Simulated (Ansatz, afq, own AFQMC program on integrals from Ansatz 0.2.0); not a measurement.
Where AFQMC and coupled cluster stand for Cl⁺, singlet

A free Cl cation.

Basis cc-pVDZ. Noble-gas cores (and the filled d shells of Ga–Kr and In–Xe) are frozen. Integrals, coupled cluster, full CI and functionals: Ansatz 0.2.0; the random walks run on the same integrals in our own AFQMC program. The CISD trial takes its coefficients from CCSD amplitudes. Released means that phaseless walkers are propagated on without the constraint, phases kept. Uncertainties: one standard error, sampling alone.

Determinant: RHF, the one that the program's search chose, which needn't be the lowest solution.

Full CI on the same integrals is exact in this basis and with this determinant's frozen core.

Cautions: another spin lies lower (by 1.62 eV); restricted determinant unstable towards unrestricted (UHF 2.08 eV lower, ⟨S²⟩ 1.02); strong correlation (T1 0.007, weight of the determinant 0.80, largest double 0.30); the determinant fills the p orbitals unequally in pairs, so it mixes two states of the atom (¹D and ¹S), and each level undoes that mixture to a different degree, while full CI gives the lower state; CCSDTQ on the UHF determinant differs (1.62 eV lower), perhaps since the unrestricted series falls towards higher spin.

```
T1 diagnostic                               : 0.0074
weight of the determinant in the CISD state : 0.802
size of the correlated space                : 6 electrons in 13 orbitals
```

| level | correlation energy (eV) |
| --- | --- |
| MP2 | -2.7658 |
| CCSD | -3.7676 |
| CCSD(T) | -3.9286 |

Q: Estimate where phaseless AFQMC with a CISD trial lies against CCSD(T) on the same integrals.

A: 2.14 ± 0.18 kcal/mol below CCSD(T).

Reference: full CI, correlation energy -4.046 eV. The released energy is read at 1.62 1/Eh, later times being too noisy (meV from the phaseless value at times in 1/Eh: -8 ± 9 at 0.24, 2 ± 8 at 0.51, 0 ± 10 at 0.99, -19 ± 12 at 1.62, -37 ± 17 at 2.40). The cautions show a poor starting determinant, so the rows tell how each method copes with it here, and full CI is the sure value.

```json
{"level": "CCSD(T)", "E − E(reference) (kcal/mol)": "2.70", "share of correlation (%)": "97.10"}
{"level": "CCSDT", "E − E(reference) (kcal/mol)": "1.53", "share of correlation (%)": "98.36"}
{"level": "CCSDT(Q)", "E − E(reference) (kcal/mol)": "0.13", "share of correlation (%)": "99.86"}
{"level": "CCSDTQ", "E − E(reference) (kcal/mol)": "0.00", "share of correlation (%)": "100.00"}
{"level": "ph-AFQMC/CISD", "E − E(reference) (kcal/mol)": "0.56 ± 0.18", "share of correlation (%)": "99.40"}
{"level": "released AFQMC", "E − E(reference) (kcal/mol)": "0.12 ± 0.27", "share of correlation (%)": "99.87"}
```

CCSDT and higher add their correlation energy to the determinant of the CCSD(T) run, since their own runs factorise the integrals more tightly (a shift of under 2 meV). Released energies are given only where the last usable release times agree within the noise; a slower fall can still hide under it.
